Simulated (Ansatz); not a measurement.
# CH3FO: up Jacob's ladder to CCSD(T)

An exercise on one series of results from a longer session: the logs are not shown, and one member is left open.

Method: functionals in def2-TZVPP, the program's frozen cores in correlated methods; program: Ansatz 0.2.0, Gaussian basis.

The runs, in order: LDA (SPW92), PBE-D4, revPBE-D4, BLYP-D4, r2SCAN-D4, B97M-V, PBE0-D4, B3LYP-D4, r2SCANh-D4, r2SCAN0-D4, HSE06-D4, BHLYP-D4, CAM-B3LYP-D4, LC-ωPBE, ωB97X-V, ωB97M-V, B2PLYP, PBE-QIDH; CCSD(T)/def2-SVP; CCSD(T)/def2-TZVPP; MP2/def2-QZVPP; extrapolation to the limit; RPA on PBE.

## The geometry

All runs share one geometry, relaxed beforehand with PBE0-D4 in a triple-zeta def2 set.

6 atoms, charge 0, spin multiplicity 1.

Atoms are counted from 1 here; the program's logs count them from 0.

Bond lengths: O1–C2 1.370 Å, O1–H4 0.962 Å, C2–F3 1.381 Å, C2–H5 1.096 Å, C2–H6 1.091 Å. Angles: C2–O1–H4 109.3°, O1–C2–F3 111.1°, O1–C2–H5 112.9°, O1–C2–H6 107.4°, F3–C2–H5 106.3°, F3–C2–H6 107.8°, H5–C2–H6 111.3°.

The first run:

Input file in.yaml:

```yaml
crystal:
  periodic: [false, false, false]
  atoms:
    - {symbol: O, position_ang: [-0.794015, -0.697182, -0.247427]}
    - {symbol: C, position_ang: [0.250179, 0.049047, 0.230771]}
    - {symbol: F, position_ang: [-0.094133, 1.383180, 0.323817]}
    - {symbol: H, position_ang: [-0.928749, -0.495103, -1.178017]}
    - {symbol: H, position_ang: [1.136763, 0.004867, -0.412547]}
    - {symbol: H, position_ang: [0.472055, -0.308811, 1.237302]}
basis:
  gaussian: {orbitals: def2-TZVPP}
hamiltonian: {xc: lda}
output: {orbitals: {seedname: orbitals}}
```

Steps of the session up to this table: LDA; PBE-D4 (GGA); revPBE-D4 (GGA); BLYP-D4 (GGA); r2SCAN-D4 (meta-GGA); B97M-V (meta-GGA); PBE0-D4 (hybrid); B3LYP-D4 (hybrid); r2SCANh-D4 (hybrid); r2SCAN0-D4 (hybrid); HSE06-D4 (hybrid); BHLYP-D4 (hybrid); CAM-B3LYP-D4 (range-separated); LC-ωPBE-D4 (range-separated; the results give it without D4); ωB97X-V (range-separated); ωB97M-V (range-separated); B2PLYP (double hybrid); PBE-QIDH (double hybrid).

One table of the session follows, with a row left open; its other results are not shown here.

It belongs to the step «Orbital energies across the functionals». 

```
  functional  HOMO (eV)  LUMO (eV)  gap (eV)
 LDA (SPW92)      -7.51      -0.03      7.48
      PBE-D4      -7.37       0.09      7.46
   revPBE-D4      -7.31       0.13      7.44
     BLYP-D4          ?          ?         ?
   r2SCAN-D4      -7.75       0.91      8.66
      B97M-V      -7.90       0.40      8.29
     PBE0-D4      -9.12       0.99     10.11
    B3LYP-D4      -8.89       0.56      9.45
  r2SCANh-D4      -8.41       1.18      9.58
  r2SCAN0-D4      -9.39       1.55     10.94
    HSE06-D4      -8.71       0.62      9.33
    BHLYP-D4     -10.86       1.58     12.43
CAM-B3LYP-D4     -10.67       1.71     12.38
     LC-ωPBE     -12.00       3.11     15.11
     ωB97X-V     -11.66       2.94     14.60
     ωB97M-V     -11.58       2.43     14.02
```

Estimate the missing values for BLYP-D4.

Worked estimate for «HOMO (eV)». Against the share of exact exchange, B3LYP-D4 (0.2, -8.89), BHLYP-D4 (0.5, -10.86) give a slope of -6.57 per unit share; at 0 the line stands at -7.58.

The run gave: HOMO (eV): -7.32; LUMO (eV): -0.01; gap (eV): 7.32. In «HOMO (eV)» the line misses by -0.26.
